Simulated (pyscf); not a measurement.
Single points on ωB97X-D3(BJ)/def2-SVP structures (PySCF, gas phase).

Task: H₂N–Al(NH₂)–NH₂ (SMILES [NH2][Al]([NH2])[NH2]) + CH₃• (SMILES [CH3]) → •HN–Al(NH₂)–NH₂ (SMILES [NH][Al]([NH2])[NH2]) + CH₄ (SMILES C)
Surface: doublet. Broken: H–N. Formed: C–H. Give ΔE‡ and ΔE from ωB97M-D3(BJ)/def2-TZVP, relative to the separated reactants.

Result: ΔE‡ = 0.79 eV, ΔE = +0.31 eV. Zero-point energy shifts the barrier by -0.01 eV. It is a hydrogen abstraction, with an imaginary mode of 1742i cm⁻¹. One saddle was located; it need not be the lowest between these sides. The angle at the transferred H is 164°.
